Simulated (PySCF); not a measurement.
Dissociation curve of C₂H₂, SMILES C#C. The C1–C3 bond (C1 also carries H; C3 carries H) is varied alone, starting from the PBE0/def2-TZVP optimised geometry. Each curve is given relative to its own lowest point near equilibrium.

| R / Å | A | B | C | D |
|---|---|---|---|---|
| 0.90 | 863.7 | 865.5 | 875.3 | 863.7 |
| 0.95 | 536.6 | 535.2 | 546.2 | 536.6 |
| 1.01 | 272.7 | 269.1 | 280.0 | 272.7 |
| 1.08 | 94.7 | 90.6 | 99.3 | 94.7 |
| 1.13 | 29.6 | 26.5 | 32.3 | 29.6 |
| 1.17 | 5.3 | 3.7 | 6.4 | 5.3 |
| 1.20 | 0.0 | 0.0 | 0.0 | 0.0 |
| 1.22 | 1.7 | 2.9 | 0.9 | 1.7 |
| 1.26 | 15.5 | 19.7 | 13.2 | 15.5 |
| 1.31 | 48.7 | 57.3 | 44.3 | 48.7 |
| 1.38 | 116.5 | 132.5 | 109.0 | 116.5 |
| 1.49 | 252.7 | 283.2 | 240.0 | 252.7 |
| 1.61 | 418.4 | 467.8 | 399.4 | 418.4 |
| 1.78 | 650.9 | 731.7 | 622.6 | 649.0 |
| 1.96 | 872.3 | 990.2 | 833.8 | 839.5 |
| 2.16 | 1078.5 | 1240.4 | 1029.3 | 990.5 |
| 2.37 | — | 1459.9 | — | 1097.4 |
| 2.63 | — | 1677.6 | — | 1175.7 |
| 2.92 | — | 1863.8 | — | 1218.9 |
| 3.20 | — | 2000.9 | — | 1237.9 |
| 3.59 | — | 2141.7 | — | 1248.7 |
| 4.19 | — | 2284.9 | — | 1253.4 |

Energies in kJ/mol.

Which curve belongs to which method? The methods are restricted BLYP/cc-pVTZ (PySCF 2.14.0); restricted LDA (SVWN5)/cc-pVTZ (PySCF 2.14.0); restricted wB97X-V/cc-pVTZ (PySCF 2.14.0); PySCF 2.14.0 with unrestricted LDA (SVWN5)/cc-pVTZ.

A is RKS-LDA (SVWN5); B is RKS-wB97X-V; C is RKS-BLYP; D is UKS-LDA (SVWN5).

A dash means that the run gave no value there, or that the column was ended at a point which the program doubted or which failed a test of continuity chosen for this set; such a test can also cut sound points.

The unrestricted solution behind UKS-LDA (SVWN5) changes between 1.78 and 1.96 Å and between 1.96 and 2.16 Å and between 2.16 and 2.37 Å, which can leave a kink. The unrestricted determinant behind UKS-LDA (SVWN5) is spin-contaminated at 1.78 to 4.19 Å (<S²> up to 3.0, against 0.00 for a pure singlet). The restricted form behind RKS-BLYP, RKS-wB97X-V, RKS-LDA (SVWN5) keeps the bonding electrons paired and can't separate into open-shell fragments.
